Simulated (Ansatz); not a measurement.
# C₂HNO: one species, many methods

One table from this session's results is given with a row withheld; the runs are named, their logs left out.

Computed with Ansatz 0.2.0, Gaussian basis. Level: functionals in def2-TZVPP, the program's frozen cores in correlated methods.

The runs, in order: LDA (SPW92), PBE-D4, revPBE-D4, BLYP-D4, r2SCAN-D4, B97M-V, PBE0-D4, B3LYP-D4, r2SCANh-D4, r2SCAN0-D4, HSE06-D4, BHLYP-D4, CAM-B3LYP-D4, LC-ωPBE, ωB97X-V, ωB97M-V, B2PLYP, PBE-QIDH; CCSD(T)/def2-SVP; CCSD(T)/def2-TZVPP; MP2/def2-QZVPP; extrapolation to the limit; RPA on PBE.

## Structure used throughout

All runs share one geometry, relaxed beforehand with PBE0-D4 in a triple-zeta def2 set.

SMILES `N=C=C=O`, 5 atoms, charge 0, spin multiplicity 1.

Atoms are counted from 1 here; the program's logs count them from 0.

Bond lengths: N1–C2 1.251 Å, N1–H5 1.024 Å, C2–C3 1.359 Å, C3–O4 1.159 Å. Angles: C2–N1–H5 110.6°, N1–C2–C3 136.7°, C2–C3–O4 154.6°.

Geometry (Å):

```xyz
5
charge 0, multiplicity 1
N     0.0945    1.2139    0.4646
C    -0.0381    0.1575   -0.1912
C     0.0521   -1.1769    0.0523
O     0.0096   -2.2990   -0.2360
H    -0.0681    2.0309   -0.1311
```

The first run:

Contents of in.yaml:

```yaml
crystal:
  periodic: [false, false, false]
  atoms:
    - {symbol: N, position_ang: [0.094465, 1.213940, 0.464592]}
    - {symbol: C, position_ang: [-0.038134, 0.157466, -0.191210]}
    - {symbol: C, position_ang: [0.052083, -1.176945, 0.052339]}
    - {symbol: O, position_ang: [0.009552, -2.299027, -0.235953]}
    - {symbol: H, position_ang: [-0.068067, 2.030866, -0.131067]}
basis:
  gaussian: {orbitals: def2-TZVPP}
hamiltonian: {xc: lda}
output: {orbitals: {seedname: orbitals}}
```

The run is started by

```bash
> ansatz run in.yaml --threads 2 --pin off --events-out ev --progress --plain --max-ram 4352MiB
```

Among the steps run: LDA; PBE-D4 (GGA); revPBE-D4 (GGA); BLYP-D4 (GGA); r2SCAN-D4 (meta-GGA); B97M-V (meta-GGA); B3LYP-D4 (hybrid); r2SCANh-D4 (hybrid); r2SCAN0-D4 (hybrid); HSE06-D4 (hybrid); BHLYP-D4 (hybrid); CAM-B3LYP-D4 (range-separated); LC-ωPBE (range-separated); ωB97X-V (range-separated); ωB97M-V (range-separated); B2PLYP (double hybrid); PBE-QIDH (double hybrid).

One of the session's tables, all rows but one given; the rest of the session is left out.

It belongs to the step «Frontier levels by functional». 

| functional | HOMO (eV) | LUMO (eV) | gap (eV) |
| --- | --- | --- | --- |
| LDA (SPW92) | -5.42 | -4.50 | 0.92 |
| PBE-D4 | -5.27 | -4.22 | 1.05 |
| revPBE-D4 | -5.21 | -4.13 | 1.09 |
| BLYP-D4 | -5.19 | -4.08 | 1.11 |
| r2SCAN-D4 | -5.51 | -4.13 | 1.37 |
| B97M-V | ? | ? | ? |
| PBE0-D4 | -6.53 | -3.22 | 3.31 |
| B3LYP-D4 | -6.36 | -3.45 | 2.91 |
| r2SCANh-D4 | -5.98 | -3.75 | 2.23 |
| r2SCAN0-D4 | -6.70 | -3.18 | 3.52 |
| HSE06-D4 | -6.13 | -3.61 | 2.53 |
| BHLYP-D4 | -7.75 | -2.07 | 5.68 |
| CAM-B3LYP-D4 | -7.89 | -2.02 | 5.87 |
| LC-ωPBE | -9.12 | -0.82 | 8.31 |
| ωB97X-V | -8.80 | -0.86 | 7.94 |
| ωB97M-V | -8.71 | -0.88 | 7.83 |

**Question.** Estimate the row for B97M-V.

As computed: HOMO (eV): -5.60; LUMO (eV): -3.93; gap (eV): 1.66. In the column «HOMO (eV)» it lies between r2SCANh-D4 (-5.98) and r2SCAN-D4 (-5.51).
